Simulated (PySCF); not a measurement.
Values are calculated unless marked as measured or tabulated.
CHClF

CHClF is a small molecule (built as: C site whose three back bonds go to F, Cl, H), neutral, doublet. The structure was relaxed in the gas phase by PBE0-D3(BJ)/def2-SVP. No frequency run checks that it is a minimum.

SMILES: F[CH]Cl

Coordinates in Å:
```
C1     -0.230   -0.078    0.068
F2     -0.428   -0.106   -1.235
Cl3     1.288   -0.669    0.588
H4     -0.602    0.822    0.571
```

EPR values by unrestricted B3LYP, IGLO-III on C Cl F, pcH-1 on H.

(1) Predict g and the largest hyperfine couplings. Where does the spin sit?

(2) How do the isotropic couplings move with BHandHLYP?

## Answers

(1) g = 2.0015, 2.0061, 2.0099. The spin sits on C1 (88 %, bonded to 1 Cl + 1 F + 1 H) by Mulliken populations.
| atom | isotope | isotropic (MHz) | dipolar, principal values (MHz) |
| --- | --- | --- | --- |
| F2 | 19F | 185.7 | -237.3, -210.3, 447.6 |
| C1 | 13C | 315.9 | -77.3, -74.8, 152.2 |
| Cl3 | 35Cl | 16.0 | -31.1, -21.8, 52.8 |
| H4 | 1H | 5.3 | -32.2, -5.5, 37.7 |

(2) F2 185.7 to 242.9 MHz, C1 315.9 to 360.1 MHz, Cl3 16.0 to 19.3 MHz, H4 5.3 to -6.5 MHz.
